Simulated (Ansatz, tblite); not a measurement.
# The cluster MgBr2: charged states by level of theory

An exercise on one series of results from a longer session: the logs are not shown, and one member is left open.

Program: Ansatz 0.2.0, Gaussian basis. Level of theory: as each input shows. These are calculated values, not measurements.

Levels to be run: charge +1 doublet, at the geometry of the singlet (PBE0-D4/def2-TZVP, PBE-D4/def2-TZVP, r2SCAN-D4/def2-TZVP, CCSD(T)/def2-TZVPP); charge -1 doublet, at the geometry of the singlet (PBE0-D4/def2-TZVPD, PBE-D4/def2-TZVPD, r2SCAN-D4/def2-TZVPD); the starting singlet's energies come from earlier runs.

1 further run of the same task is left out (set aside as unsound or not needed). Runs told in other sessions of the task aren't counted.

## The relaxed structure

The singlet was relaxed beforehand with PBE-D4/def2-TZVP. At that level it is the lowest of the isomers that a small search found.

3 atoms, charge 0, spin multiplicity 1.

Atoms are counted from 1 here; the program's logs count them from 0.

Bond lengths: Mg1–Br2 2.335 Å, Mg1–Br3 2.335 Å. Angles: Br2–Mg1–Br3 179.3°.

As a file:

```xyz
3

Mg    0.0028   -0.0061    0.0062
Br   -2.1404   -0.0212    0.9324
Br    2.1376    0.0274   -0.9386
```

The first run:

Contents of in.yaml:

```yaml
crystal:
  periodic: [false, false, false]
  atoms:
    - {symbol: Mg, position_ang: [0.002770, -0.006138, 0.006158]}
    - {symbol: Br, position_ang: [-2.140406, -0.021249, 0.932430]}
    - {symbol: Br, position_ang: [2.137636, 0.027387, -0.938598]}
basis:
  gaussian: {orbitals: def2-TZVP}
total_charge: 1
magnetization: {spin_polarized: true, initial_magnetization: 1}
hamiltonian: {xc: pbe0, dispersion: d4}
output: {orbitals: {seedname: orbitals}}
```

The run is started by

```console
$ ansatz run in.yaml --threads 4 --pin off --events-out ev --progress --plain --max-ram 3916MiB
```

Among the steps run: Charge +1 doublet at the fixed geometry, PBE0-D4/def2-TZVP; Charge +1 doublet at the fixed geometry, PBE-D4/def2-TZVP; Charge +1 doublet at the fixed geometry, r2SCAN-D4/def2-TZVP; Charge +1 doublet at the fixed geometry, CCSD(T)/def2-TZVPP.

One of the session's tables, all rows but one given; the rest of the session is left out.

It belongs to the step «Vertical ionisation energy». 

```
             method  vertical ionisation energy (eV)
      HF/def2-TZVPP                            10.01
   PBE-D4/def2-TZVP                            10.01
r2SCAN-D4/def2-TZVP                                ?
  PBE0-D4/def2-TZVP                            10.43
     MP2/def2-TZVPP                            11.03
    CCSD/def2-TZVPP                            10.88
 CCSD(T)/def2-TZVPP                            10.92
```

**Question.** Estimate the row for r2SCAN-D4/def2-TZVP.

As computed: vertical ionisation energy (eV): 10.25. In the column «vertical ionisation energy (eV)» it lies between PBE-D4/def2-TZVP (10.01) and PBE0-D4/def2-TZVP (10.43).

To keep in mind: The anion's highest level is positive in at least one run, so there the basis alone may hold the extra electron.
